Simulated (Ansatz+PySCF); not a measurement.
# singlet CH₅N: levels of theory in one basis

| atom | x (Å) | y (Å) | z (Å) |
| --- | --- | --- | --- |
| C | 0.0000 | 0.0290 | -0.6397 |
| N | 0.0000 | 0.0648 | 0.6909 |
| H | 0.0000 | -0.8994 | -1.0671 |
| H | -0.8114 | 0.5206 | -0.9966 |
| H | 0.8114 | 0.5206 | -0.9966 |
| H | -0.7477 | -0.3847 | 1.0310 |
| H | 0.7477 | -0.3847 | 1.0310 |

Basis set: def2-SVP (spherical functions). Frozen core: 2 orbitals. Charge 0, multiplicity 1.

Computed with Ansatz (development build ahead of 0.2.0); each method stands on the lowest determinant of its kind that the runs found.

```tsv
method	E − E(RHF) (eV)	<S²> of the determinant
RHF	0.00	0.00
RHF-CCSD	-9.45	–
RHF-CCSD(T)	-9.65	–
```

What does RHF-MP2 give on the same scale?

-8.67 eV.

Is a single determinant a sound starting point here?

By this sign, yes. Unrestricted orbitals gain 0.00 eV and <S²> is 0.00 against 0.00 for a pure state.
